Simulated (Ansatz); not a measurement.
# NO+ (triplet): the correlation ladder at distance N1–O2 = 1.127 Å, 6-31G

Aim: climb from Hartree-Fock through coupled cluster and multireference methods for NO+ (triplet) at one geometry and basis, and see what each rung misses.

The runs use Ansatz 0.2.0, Gaussian basis; 6-31G, core rule «outside noble gas», up to 2 orbitals frozen.

To be run: UHF; CCSD(T) on ROHF; CCSD(T) on UHF; BCCD(T) on ROHF; CISD as a restricted active space (open shells left free, so some higher excitations enter); CCSDT(Q) on ROHF; CCSDT(Q) on UHF; CISDTQ; CCSDTQ on ROHF; CCSDTQ on UHF; CASSCF and MRCISD+Q, 4 electrons in 4 orbitals; CASSCF and NEVPT2, 4 electrons in 4 orbitals; CASSCF and MRCISD+Q, 10 electrons in 8 orbitals; CASSCF and NEVPT2, 10 electrons in 8 orbitals; Full CI; Full CI in the symmetry of the determinant.

32 further runs of the same task are left out: 3 for a known fault of the program, 27 that didn't finish, 2 set aside as unsound or not needed. Runs told in other sessions of the task aren't counted.

### 1 What is computed

The geometry derives from a PBE0/def2-TZVP stationary point (not a proven minimum). One bond is set to the value named and the two fragments are kept rigid.

2 atoms, charge 1, spin multiplicity 3.

Atoms are counted from 1 here; the program's logs count them from 0.

Bond lengths: N1–O2 1.127 Å.

As a file:

```
N     0.0000    0.0000    0.0000
O     0.0000    0.0000    1.1270
```

### 2 UHF

in.yaml reads:

```yaml
crystal:
  periodic: [false, false, false]
  atoms:
    - {symbol: N, position_ang: [0.000000, 0.000000, 0.000000]}
    - {symbol: O, position_ang: [0.000000, 0.000000, 1.127000]}
basis:
  gaussian: {orbitals: 6-31G}
total_charge: 1
magnetization: {spin_polarized: true, initial_magnetization: 2}
hamiltonian: {xc: hf}
output: {orbitals: {seedname: orbitals}}
```

Command:

```
> ansatz run in.yaml --threads 1 --pin off --events-out ev --progress --plain --max-ram 2393MiB
```

After this run come: CCSD(T) on ROHF; CCSD(T) on UHF; BCCD(T) on ROHF; CISD as a restricted active space (open shells left free, so some higher excitations enter); CCSDT(Q) on ROHF; CCSDT(Q) on UHF; CISDTQ; CCSDTQ on ROHF; CCSDTQ on UHF; CASSCF and MRCISD+Q, 4 electrons in 4 orbitals; CASSCF and NEVPT2, 4 electrons in 4 orbitals; CASSCF and MRCISD+Q, 10 electrons in 8 orbitals; CASSCF and NEVPT2, 10 electrons in 8 orbitals; Full CI; Full CI in the symmetry of the determinant.

**Question.** What will the summary of the whole plan be? Wanted: FCI from the RHF energy; RMP2 from FCI; UMP2 from FCI; RCCSD from FCI; RCCSD(T) from FCI; UCCSD(T) from FCI; RCCSDT(Q) from FCI; UCCSDT(Q) from FCI; NEVPT2 valence from FCI.

The runs gave:

| quantity | value |
| --- | --- |
| FCI from the ROHF energy | -5.8925 eV |
| RMP2 from FCI | +6.87 kcal/mol |
| UMP2 from FCI | +34.35 kcal/mol |
| RCCSD from FCI | +6.75 kcal/mol |
| RCCSD(T) from FCI | +1.95 kcal/mol |
| UCCSD(T) from FCI | +1.82 kcal/mol |
| RCCSDT(Q) from FCI | +0.03 kcal/mol |
| UCCSDT(Q) from FCI | +0.06 kcal/mol |
| NEVPT2 valence from FCI | +11.68 kcal/mol |
| MRCISD+Q valence from FCI | +0.60 kcal/mol |
| levels within 1 kcal/mol (43 meV) | RCCSDT(Q), UCCSDT(Q), RCCSDTQ, UCCSDTQ, MRCISD+Q valence |
| T1 diagnostic | 0.042 |
| effectively unpaired electrons | 2.12 |

What this shows: RCCSD(T) misses by +1.95 kcal/mol, 1.4 % of the correlation energy. The occupations are near whole numbers, but T1 = 0.042 shows that the orbitals relax strongly. Of the multireference levels listed MRCISD+Q valence comes nearest in total energy (+0.60 kcal/mol), which doesn't show that its space is the better one. Coupled cluster took another determinant than the lowest Hartree-Fock one. These misses are within one basis, not against nature; the frozen cores of restricted and unrestricted runs differ, which can shift their rows.

Levels on UHF freeze UHF's core orbitals, full CI those of ROHF, so the U rows can settle a little off it for that reason alone.

With open shells the CI space here admits some higher excitations, so it is larger than plain CISD.
